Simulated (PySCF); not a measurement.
# Carbon: a sound run and one with changed settings

Sound run: C [He] 2s2 2p2, C+ [He] 2s2 2p1. All numbers are calculated (PySCF 2.14, no relativity, point nucleus, in pcseg-2 (4s3p2d1f, 30 functions)). The sound run starts from symmetry-adapted Hartree-Fock orbitals and uses a fine grid where one is needed.

Changed run: radial step 0.8 in ln r (0.13 in the sound run). This setting is unsound on purpose.

```json
{"species": "C", "method": "UHF", "sound run (hartree)": "-37.68907", "changed run (hartree)": "-37.68907", "converged": "yes"}
{"species": "C", "method": "BP86", "sound run (hartree)": "-37.84633", "changed run (hartree)": "-37.85982", "converged": "yes"}
{"species": "C", "method": "B3LYP", "sound run (hartree)": "-37.85914", "changed run (hartree)": "-37.87220", "converged": "yes"}
{"species": "C+", "method": "UHF", "sound run (hartree)": "-37.29263", "changed run (hartree)": "-37.29263", "converged": "yes"}
{"species": "C+", "method": "BP86", "sound run (hartree)": "-37.42017", "changed run (hartree)": "-37.43635", "converged": "yes"}
{"species": "C+", "method": "B3LYP", "sound run (hartree)": "-37.43464", "changed run (hartree)": "-37.45144", "converged": "yes"}
```

Ionisation energy of C:

```tsv
method	sound run (eV)	changed run (eV)
UHF	10.788	10.788
BP86	11.596	11.523
B3LYP	11.551	11.449
```

A coarse radial grid mis-integrates the density and the exchange-correlation energy, with errors of either sign; Hartree-Fock needs no grid.

For comparison, NIST gives 11.260 eV between the lowest levels.
